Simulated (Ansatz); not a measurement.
A calculation on chalcopyrite CdGeAs₂ returned lattice constant a 5.885 Å, lattice parameter c 11.171 Å, equilibrium volume per atom 24.18 Å³/atom, bulk modulus 65.9 GPa, cohesive energy 3.41 eV/atom.

For reference: lattice constant a 5.943 Å (measured, 298 K, not corrected to a static lattice; as tabulated in Abstract on Scilit: Piezoelectric nonlinear optic CuGaSe2 and CdGeAs2: Crystal …); lattice parameter c 11.216 Å (measured, 298 K, not corrected to a static lattice; as tabulated in Abstract on Scilit: Piezoelectric nonlinear optic CuGaSe2 and CdGeAs2: Crystal …); bulk modulus 69.9 GPa (measured, temperature not stated, no zero-point or thermal correction; as tabulated in Toher et al. (2017), arXiv:1611.05714).

**Question.** Which level of theory produced these numbers?
A) PBE (Ansatz (a program for electronic structure))
B) rVV10 (Ansatz)
C) BLYP (Ansatz)
D) PBEsol-D3(BJ) (Ansatz)

**Answer.** D, PBEsol-D3(BJ) (Ansatz)

The others give: PBE 6.047 Å, 11.488 Å, 26.26 Å³/atom, 52.5 GPa, 2.70 eV/atom; BLYP 6.169 Å, 11.778 Å, 28.02 Å³/atom, 42.9 GPa, 2.31 eV/atom; rVV10 6.082 Å, 11.554 Å, 26.72 Å³/atom, 51.5 GPa, 2.97 eV/atom.

Unless a cell is named, each level is at its own relaxed cell (BLYP 28.02, PBE 26.26, PBEsol-D3(BJ) 24.18, rVV10 26.72 Å³/atom).

Caveats: the cell is over a tenth larger than the published one: the level's own overestimate first of all, though another phase or state, or a fault of the published cell, is possible (BLYP). Ansatz's density-functional and Hartree–Fock values are scalar-relativistic unless marked +SOC, with PAW data made under PBE.
